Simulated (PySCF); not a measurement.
**Gas-phase XPS of AlH3, computed**

AlH3.
Z-matrix (Å and degrees, PBE0-D3(BJ)/def2-SVP geometry), rows numbered from 1:
```
Al
H   1  1.5904
H   1  1.5905  2  119.99
H   1  1.5905  2  120.00  3   180.00
```

Method: delta-SCF UKS SCAN, pcX-2 on the ionised atom, pcseg-1 elsewhere, spin-free X2C in PySCF 2.14.0. Vertical ΔSCF values, vacuum level as zero.

Problem. Give the core binding energies atom by atom.

Solution. 
```json
{"atom(s)": "Al1", "bonded to": "3 H", "level": "Al 1s", "binding energy (eV)": "1567.60", "count": "1"}
```

Problem. What is the longest wavelength that can ionise Al 1s of Al1 vertically?

Solution. λ = hc/E = 12398.42 eV Å / 1567.60 eV = 7.909 Å.

Problem. Which photon energy gives electrons from Al 1s of Al1 a kinetic energy of 200 eV, and what is their de Broglie wavelength?

Solution. hν = 1567.60 + 200 = 1767.60 eV, recoil neglected; λ = 12.264 Å/√(E/eV) = 0.87 Å.

Isolated species at its PBE0-D3(BJ)/def2-SVP geometry, gas phase.
